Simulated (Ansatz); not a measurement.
Ansatz (a quantum-chemistry and plane-wave program) input (B3LYP-D3(BJ)/def2-TZVP):

Ansatz 0.2 input:
```yaml
crystal:
  periodic: [false, false, false]
  atoms:
    - {symbol: O, position_ang: [0.05206416, -0.76225636, 0.27263537]}
    - {symbol: C, position_ang: [-0.09971596, 0.57275230, -0.01546918]}
    - {symbol: C, position_ang: [1.34191211, -1.27789569, 0.09852354]}
    - {symbol: C, position_ang: [-1.48202145, 1.09923062, 0.03891369]}
    - {symbol: H, position_ang: [0.64739612, 1.03282588, -0.64422589]}
    - {symbol: H, position_ang: [1.28971644, -2.34051447, 0.33097093]}
    - {symbol: H, position_ang: [1.68906623, -1.14645263, -0.93355276]}
    - {symbol: H, position_ang: [2.05871096, -0.79326331, 0.77232605]}
    - {symbol: H, position_ang: [-2.02168593, 0.95841713, -0.90724931]}
    - {symbol: H, position_ang: [-2.03642626, 0.57927682, 0.81662929]}
    - {symbol: H, position_ang: [-1.46941195, 2.16687571, 0.25358431]}
basis:
  gaussian:
    orbitals: def2-TZVP
hamiltonian:
  xc: b3lyp
  dispersion: d3bj
magnetization: {spin_polarized: true, initial_magnetization: 1}
relax: {f_tol: 0.002, max_steps: 150}
```

End of the output:

```
reference -5272.71264199 eV, -193.7686156202 hartree; 17, 16 occupied and 149, 150 virtual orbitals, 999 factors
relax step   9: F+E_penalty+E_count = -5272.97865277 eV  Δ(F+E_penalty+E_count) = -2.370e-5 eV  max|allowed force component| = 4.488e-3 eV/Å  Δτ_max = 0.0117 Å  (33 SCF iters, accepted)
these checks for a lower state are left out or cut short: starts, cluster_reference, orbital_swaps, neighbouring_geometries, increment
integrals: 0.06 GiB planned
999 factors; their error is unknown
mean field: 0.85 GiB planned
mean field -5272.71237576 eV, -193.7686058363 hartree, gradient 9.4e-6 eV, S^2 0.753530; 0 other end points of the search recorded, 0 dependent functions left out
the calculation of the forces begins
reference -5272.71265242 eV, -193.7686160033 hartree; 17, 16 occupied and 149, 150 virtual orbitals, 999 factors
relax step  10: F+E_penalty+E_count = -5272.97865467 eV  Δ(F+E_penalty+E_count) = -1.905e-6 eV  max|allowed force component| = 1.499e-3 eV/Å  Δτ_max = 0.0010 Å  (34 SCF iters, accepted)
integrals: 0.06 GiB planned
999 factors; their error is unknown
mean field: 0.85 GiB planned
mean field evaluation 96: about -5272.7261 eV, gradient 6.5e-1 eV
mean field -5272.71237576 eV, -193.7686058363 hartree, gradient 9.4e-6 eV, S^2 0.753530; 1 other end points of the search recorded, 0 dependent functions left out
the calculation of the forces begins
reference -5272.71265242 eV, -193.7686160033 hartree; 17, 16 occupied and 149, 150 virtual orbitals, 999 factors
Total energy: -5272.97893133 eV, -193.7784015729 hartree
Atom 0 at     0.021787    -0.773596     0.166836 Å, force    -0.001399     0.001400    -0.000365 eV/Å
Atom 1 at    -0.090831     0.574578     0.015518 Å, force     0.001269     0.000456     0.000197 eV/Å
Atom 2 at     1.342202    -1.282891     0.075876 Å, force    -0.000166     0.001085    -0.000285 eV/Å
Atom 3 at    -1.477240     1.093581     0.052497 Å, force     0.001021    -0.001499    -0.000277 eV/Å
Atom 4 at     0.682242     1.058042    -0.577139 Å, force    -0.000534    -0.000826     0.000358 eV/Å
Atom 5 at     1.275255    -2.363780     0.178709 Å, force    -0.000318    -0.000833     0.000056 eV/Å
Atom 6 at     1.788315    -1.036875    -0.893731 Å, force     0.000095    -0.000007    -0.000646 eV/Å
Atom 7 at     1.971023    -0.876164     0.873225 Å, force     0.000496     0.000422     0.000806 eV/Å
Atom 8 at    -2.076393     0.749565    -0.804038 Å, force    -0.000541     0.000052    -0.000308 eV/Å
Atom 9 at    -1.994441     0.762564     0.956958 Å, force    -0.000479    -0.000239     0.000543 eV/Å
Atom 10 at    -1.472314     2.183971     0.038375 Å, force     0.000556    -0.000011    -0.000080 eV/Å
Dipole moment:     0.202290     0.000508    -0.104167 e Å
```

It need not be the lowest isomer of its formula.
